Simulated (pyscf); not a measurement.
`[F][Si]([F])[O][Si]([F])([F])[F]` [doublet] + `[F][CH2][F]` → `[F][Si]([F])([F])[O][Si]([F])([F])[F]` + `[CH2][F]` [doublet], an atom transfer (doublet surface; C–F broken, F–Si formed). Single points on ωB97X-D3(BJ)/def2-SVP structures (PySCF, gas phase). Energies in kJ/mol from the separated reactants.

Small-basis levels: PySCF, no dispersion term, spherical d functions. AM1 to PM7: differences of heats of formation from MOPAC. GFN2-xTB: tblite. Open shells are spin-unrestricted. 

```tsv
level	barrier	reaction energy
HF/STO-3G	175.5	-80.2
HF/6-31G*	171.6	-192.1
MP2/6-31G*	98.7	-175.3
B3LYP/def2-SVP	60.6	-149.3
GFN2-xTB	94.1	-130.8
AM1	115.5	-139.3
PM3	90.5	-192.9
ωB97M-D3(BJ)/def2-TZVP	85.6	-180.5
```

Against the last row the barrier runs from -24.9 (B3LYP/def2-SVP) to +90.0 kJ/mol (HF/STO-3G). ωB97M-D3(BJ)/def2-TZVP has limits of its own. On the product side the descent ends in a complex (not fully relaxed), 17.2 kJ/mol under the separated species and 289.6 kJ/mol under the saddle at ωB97X-D3(BJ)/def2-TZVP. At ωB97X-D3(BJ) the barrier from the zero used here is 98.4 kJ/mol. One saddle was located; it need not be the lowest between these sides. The angle at the transferred F is 134°.
